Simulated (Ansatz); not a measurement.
Cost against result

Saddle point of AlNH$_{6}$S, closed shell (AlH₃S ([AlH2][SH]) + NH₃ → AlNH₄ ([NH2][AlH2]) + H₂S (still joined by a long Al–S bond); bonds formed: S2–H5; dative contacts that become bonds: Al1–N6; bonds broken: H5–N6; bonds weakened to dative contacts: Al1–S2), PBE0-D4/def2-TZVP structure:

```tsv
atom	x (Å)	y (Å)	z (Å)
Al1	-0.7921	-0.1124	-0.6405
S2	1.0199	1.6368	-0.4311
H3	-0.3326	-0.9999	-1.8752
H4	-2.1363	0.7279	-0.5823
H5	0.8275	0.6554	0.6215
N6	-0.1569	-0.6799	1.0127
H7	1.9397	0.8764	-1.0481
H8	0.3446	-1.5536	1.0965
H9	-0.7141	-0.5507	1.8465
```

Barriers are electronic and count from the start structure reached by relaxing down the imaginary mode.

Computed with Ansatz 0.2.0 (basis: as named in each row); correlated methods freeze the cores. B3LYP uses VWN-RPA correlation. Extrapolation: Hartree–Fock as exp(−7.88 √X), correlation as X^−2.97.

Times are rough, for one single point on 2 threads of a shared host (Arm Neoverse V1).

The estimate by CCSD(T) at an estimated basis limit (MP2 extrapolated from triple and quadruple zeta, plus CCSD(T) − MP2 in triple zeta) is 130.9 kJ/mol.

| method | basis | time (s) | barrier (kJ/mol) | method less estimate |
| --- | --- | --- | --- | --- |
| SPW92 | def2-TZVPP | 1 | 96.0 | -34.9 |
| PBE-D4 | def2-TZVPP | 2 | 106.9 | -24.0 |
| BLYP-D4 | def2-TZVPP | 2 | 108.0 | -22.9 |
| B3LYP-D4 | def2-TZVPP | 3 | 120.4 | -10.6 |
| BHLYP-D4 | def2-TZVPP | 3 | 137.5 | 6.6 |
| PBE0-D4 | def2-TZVPP | 3 | 122.1 | -8.8 |
| CAM-B3LYP-D4 | def2-TZVPP | 3 | 125.6 | -5.4 |
| RPA on PBE | def2-TZVPP | 5 | 126.2 | -4.7 |
| r2SCAN-D4 | def2-TZVPP | 5 | 117.9 | -13.0 |
| r2SCAN0-D4 | def2-TZVPP | 5 | 128.2 | -2.7 |
| B2PLYP | def2-TZVPP | 6 | 125.8 | -5.1 |
| PBE-QIDH | def2-TZVPP | 6 | 131.6 | 0.7 |
| wB97X-V | def2-TZVPP | 8 | 130.4 | -0.5 |
| wB97M-V | def2-TZVPP | 10 | 128.5 | -2.4 |
| B97M-V | def2-TZVPP | 11 | 128.8 | -2.1 |
| MP2 | def2-QZVPP | 17 | 127.7 | -3.2 |
| CCSD(T) | def2-TZVPP | 44 | 131.2 | 0.2 |

All methods are single points on the PBE0-D4 structures.

The T1 diagnostic stays at or below 0.011.

Labels in which every atom is bracketed show which atoms are joined, not bond orders.
